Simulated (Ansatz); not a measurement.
Start from `O[Si]F` and change one atom or group to get `O[Si]S`.

Ansatz, PBE0-D4/def2-TZVP geometries, multiplicity 1. Each molecule was computed in one conformer, which needn't be the lowest.

```
                                           property  `O[Si]F`
               HOMO–LUMO gap (PBE0/def2-TZVPP) / eV      6.19
vertical ionisation energy (CCSD(T)/CBS(def2)) / eV     10.53
 size of the dipole moment (ωB97M-V/def2-TZVPP) / D      0.87
                LUMO energy (B3LYP/def2-TZVPP) / eV     -1.77
              HOMO–LUMO gap (B3LYP/def2-TZVPP) / eV      5.81
              LUMO energy (ωB97M-V/def2-TZVPP) / eV      0.49
```

Q: Give the same properties after the change, and the shifts. (Estimate.)

A: Ansatz gave: 
```json
{"property": "HOMO–LUMO gap (PBE0/def2-TZVPP) / eV", "`O[Si]S`": "5.37", "shift": "-0.82"}
{"property": "vertical ionisation energy (CCSD(T)/CBS(def2)) / eV", "`O[Si]S`": "9.52", "shift": "-1.01"}
{"property": "size of the dipole moment (ωB97M-V/def2-TZVPP) / D", "`O[Si]S`": "1.77", "shift": "0.90"}
{"property": "LUMO energy (B3LYP/def2-TZVPP) / eV", "`O[Si]S`": "-1.89", "shift": "-0.12"}
{"property": "HOMO–LUMO gap (B3LYP/def2-TZVPP) / eV", "`O[Si]S`": "5.02", "shift": "-0.79"}
{"property": "LUMO energy (ωB97M-V/def2-TZVPP) / eV", "`O[Si]S`": "0.28", "shift": "-0.21"}
```

With PBE0 the HOMO rises by 0.66 eV and the LUMO falls by 0.16 eV, so the gap narrows by about 0.82 eV. PBE moves the HOMO by 0.55 eV and ωB97M-V by 0.78 eV. The zero-point energy changes by 18.7 kJ/mol with +3 modes. Dipoles are sizes alone; their direction can turn.

B3LYP here is the variant with VWN-RPA as its local correlation; programs differ in this.
